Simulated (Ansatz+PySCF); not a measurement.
The numbers below are computed, except where a source is named.
## PySCF 2.14.0 run

```python
from pyscf import gto, scf, cc

mol = gto.M(atom="""
Mg 0.000000 0.000000 0.000000
O 0.000000 0.000000 1.820000
""", basis='sto-3g', charge=0, spin=0)
mf = scf.RHF(mol)
mf.kernel()
mycc = cc.CCSD(mf, frozen=6).run()
et = mycc.ccsd_t()
print(mf.e_tot, mycc.e_corr, et, mycc.e_tot + et)
```

The script is written out from the run's settings.

Results

* Converged: yes
* Reference energy: -270.76710 hartree
* CCSD correlation energy: -0.10394 hartree
* Triples correction: -0.00317 hartree
* Total energy: -270.87421 hartree
* Spin squared of the determinant: 0.000

Caution: large amplitudes, a single reference is doubtful; an unrestricted determinant lies well below.
